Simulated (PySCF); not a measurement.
Gas-phase reaction: 5 SiH₂Cl + 2 HCl → SiCl₃ + 4 SiH₃Cl

Method: PySCF energies plus ideal-gas RRHO corrections (1 bar). † marks an energy on the PBE0/def2-TZVP geometry and frequencies; other levels use their own. MP2 freezes the core. 6-31G* has spherical d functions here. Open shells (unrestricted): SiH₂Cl (multiplicity 2), SiCl₃ (multiplicity 2); the rest are closed-shell singlets. B3LYP is the form with VWN-RPA correlation. SiH₂Cl: computed as isolated molecules; such fragments, hydroxides, amides, oligomers or adducts are transient or little studied in the gas. MP2 isn't extrapolated to the basis-set limit.

```tsv
level	ΔH°(298 K), kJ
B3LYP/6-31G*	(withheld)
B3LYP/def2-TZVP†	-781
MP2/def2-TZVPP†	-835
PBE/def2-TZVP†	-765
PBE0/def2-QZVP†	(withheld)
ωB97X-V/def2-TZVP†	(withheld)
```

Task: What belongs in the gaps?

Result: 
- B3LYP/6-31G*, ΔH°(298 K), kJ: -784
- PBE0/def2-QZVP†, ΔH°(298 K), kJ: -776
- ωB97X-V/def2-TZVP†, ΔH°(298 K), kJ: -848
